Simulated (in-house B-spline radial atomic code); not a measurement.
## RPA and G0W0 on BLYP: He

Configuration 1s2, mean-field start BLYP. Computed with an all-electron radial atomic-structure program (B-spline basis): all electrons, non-relativistic, point nucleus, each spin shell either full or empty, empty states to l = 9 with an (l + 1/2)⁻⁴ tail; G0W0 by contour deformation at full frequency.

Command:
```bash
python run_gw.py task.json out
```
Settings (radii: box in bohr, nucleus in fm):
```
Z                        2
electrons                2
configuration            1s2
hamiltonian              nr
method                   b88,lyp
lmax                     9
spin_polarised           False
box_radius               40
intervals                44
ion_configuration        1s1
```

Cost of the run: 1.1 s on 1 thread of AMD EPYC 7R43 64-Core Processor, on a shared host.

Energies (hartree):

```
                                     term      value
                         mean-field total   -2.90707
Hartree-Fock functional on these orbitals   -2.85963
                      direct second order  -0.098596
                    second-order exchange   0.049298
                         SOSEX correction   0.042241
```

What is the RPA correlation energy, and what remains with SOSEX?

RPA gives -0.084481 hartree (-1.15 eV per electron); RPA + SOSEX gives -0.04224, and the second-order doubles -0.049298 hartree (no singles). SOSEX takes back 50 % of the RPA value, the self-correlation of each of the two electrons.

Quasi-particle levels (eV):

```tsv
level	occupied	mean field	Σx - vxc	Σc	QP weight	G0W0
1s	yes	-15.915	-9.19	?	?	?
```

G0W0 = mean field + (Σx - vxc) + Σc, with Σc (partial-wave tail included) taken at the quasi-particle energy.

Where does G0W0 put 1s?

At -23.407 eV, with Σc = 1.70 eV and a quasi-particle weight of 0.836. The tabulated removal energy is 24.587 eV (NIST, measured).

What does it cost to remove one electron (to 1s1) by differences of total energies, each species on its own start (correlation terms add to the Hartree-Fock functional)?

BLYP 24.815 eV, Hartree-Fock functional 23.410 eV, + RPA 25.108 eV, + RPA + SOSEX 24.559 eV, + second order 24.751 eV. Tabulated: 24.587 eV (NIST, measured).
